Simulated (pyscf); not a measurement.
**Concerted two-bond exchange: `[F][GeH]` [singlet] + `[NH3]` → `[NH]=[GeH][F]` + `[H][H]`**

Gas phase, singlet surface, charge 0. Bonds broken: N4–H5, N4–H6. Bonds formed: Ge1–N4, H5–H6. PySCF, gas phase, ωB97X-D3(BJ)/def2-SVP geometries.

Transition state (Å):

```xyz
7

Ge    -0.3441     1.0016    -0.3987
F      1.3422     1.1451    -0.8655
H     -0.3368     1.7500     0.9721
N     -0.5644    -0.8137    -0.2114
H      0.1574    -1.7255     0.0595
H      0.0081    -1.8918     0.9850
H     -1.5124    -1.1798    -0.0957
```

One imaginary mode, 1299i cm⁻¹; descent along it reached the two sides named, in the forms told below.

```
bond    change  reactant side (Å)  saddle  product side
------  ------  -----------------  ------  ------------
N4–H5   breaks              1.024   1.194         2.562
N4–H6   breaks              1.020   1.709           3.3
Ge1–N4   forms              2.196   1.838         1.681
H5–H6    forms              1.664   0.952         0.763
```

Electronic energies relative to the separated reactants (kcal/mol):

```tsv
level	barrier	reaction energy	reverse barrier
ωB97X-D3(BJ)/def2-TZVP	77.6	+31.0	46.6
PBE/def2-TZVP	57.9	+28.6	29.2
r²SCAN/def2-TZVP	59.4	+26.2	33.2
B3LYP-D3(BJ)/def2-TZVP	67.5	+32.4	35.0
PBE0-D3(BJ)/def2-TZVP	66.9	+31.4	35.6
M06-2X/def2-TZVP	74.1	+28.9	45.1
ωB97M-D3(BJ)/def2-TZVP	78.2	+34.9	43.3
HF/def2-TZVP	101.9	+41.5	60.4
```

With ωB97M-D3(BJ)/def2-TZVP energies and thermal terms (ideal gas, 1 atm, RRHO with modes under 100 cm⁻¹ raised to 100, one conformer, R ln 2 for chiral ones without a mode under 150 cm⁻¹), in kcal/mol:

| T (K) | ΔH‡ | ΔG‡ | ΔH | ΔG |
|---|---|---|---|---|
| 298 | 73.2 | 83.3 | +29.8 | +32.2 |
| 600 | 74.0 | 93.2 | +31.2 | +34.1 |
| 900 | 75.1 | 102.6 | +32.4 | +35.2 |
| 1200 | 76.3 | 111.6 | +33.4 | +36.0 |

On the reactant side the descent ends in an adduct with a Ge–N contact, 25.1 kcal/mol under the separated species and 102.7 kcal/mol under the saddle at ωB97X-D3(BJ)/def2-TZVP. What is counted as formed (Ge–N) is already present as a longer contact in the reactant adduct; forming that adduct is a step of its own. The same reactants have a lower exit, to H₂N–GeH: [singlet] + HF (highest point, the separated products, at +7.7 kcal/mol at ωB97M-D3(BJ)/def2-TZVP, against +78.2 kcal/mol here). HN=GeH–F lies 53.9 kcal/mol over its isomer H₂N–Ge:–F [singlet] (electronic energy, ωB97M-D3(BJ)/def2-TZVP). This is the saddle that the search found; another between the same sides may lie lower. A restricted solution here is unstable towards spin polarisation, so biradical character is likely and single-reference numbers are less safe. Elements up to Kr have no core potential and no relativistic terms here.
